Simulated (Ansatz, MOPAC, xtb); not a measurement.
Barrier height from O + ClH to the transition structure ClHO, without zero-point energy, on the benchmark's geometries as Psi4's copy of the set gives them.
Transition structure (charge 0, multiplicity 3):
```xyz
3

Cl     0.0188    -0.8173     0.0000
H     -0.4705     0.5695     0.0000
O      0.0188     1.6656     0.0000
```

```csv
level,barrier height (eV),cost
AM1,0.790,-
PM3,0.245,-
PM6,0.198,-
GFN2-xTB,-1.979,-
SVWN5/def2-TZVPPD,-0.979,×0.5
PBE/def2-TZVPPD,-0.438,×1
BLYP/def2-TZVPPD,-0.363,×1
revPBE/def2-TZVPPD,-0.244,×0.8
B3LYP/def2-TZVPPD,0.061,×0.7
PBE0/def2-TZVPPD,0.118,×0.6
wB97M-V/def2-TZVPPD,0.331,×1
B2PLYP/def2-TZVPPD,0.313,×2
MP2/aug-cc-pV(Q+d)Z,0.669,-
SCS-MP2/aug-cc-pV(T+d)Z,0.805,-
CCSD/aug-cc-pV(T+d)Z,0.632,-
CCSD(T)/aug-cc-pV(D+d)Z,0.520,×1
CCSD(T)/cc-pVDZ,0.600,×0.4
CCSD(T)/aug-cc-pV(T+d)Z,0.478,×4
CCSD(T)/aug-cc-pV(Q+d)Z,0.465,×100*
"CCSD(T)/CBS(aug-cc-pV(T+d)Z, aug-cc-pV(Q+d)Z)",0.453,×100*
```

The rows run from -1.979 (GFN2-xTB) to 0.805 eV (SCS-MP2/aug-cc-pV(T+d)Z). From aug-cc-pV(D+d)Z to aug-cc-pV(Q+d)Z CCSD(T) changes by -0.055. The 8 functionals in def2-TZVPPD without D3 or D4 span 1.310, from SVWN5 to wB97M-V.

Open shells are unrestricted; no spin–orbit coupling.

Frozen-core correlation. CBS(a, b) extrapolates the correlation energy as X⁻³ and adds the Hartree–Fock energy of set b. The state that AM1, PM3, PM6 reach isn't checked.

Run with Ansatz (a quantum-chemistry and plane-wave program) with Gaussian orbitals; MOPAC for AM1, PM3, PM6 (differences of heats of formation); xtb for the GFN methods. Each number belongs to the level named beside it. The GFN methods have no spin term and hold the electronic entropy of 300 K.

Costs are rough ratios of core time to PBE/def2-TZVPPD (about 8 s over the structures, on one shared machine); a dash marks a level with no comparable run of its own. A star marks coupled-cluster runs past 200 virtual orbitals, where the program's memory plan changes under this machine's limit, so their costs aren't comparable with smaller runs.

The set's own value is 9.8 kcal/mol (Zhao et al., J. Phys. Chem. A 109, 2012 (2005), HTBH38), an estimate for the real system, whose open-shell reactant is lowered by spin–orbit coupling.
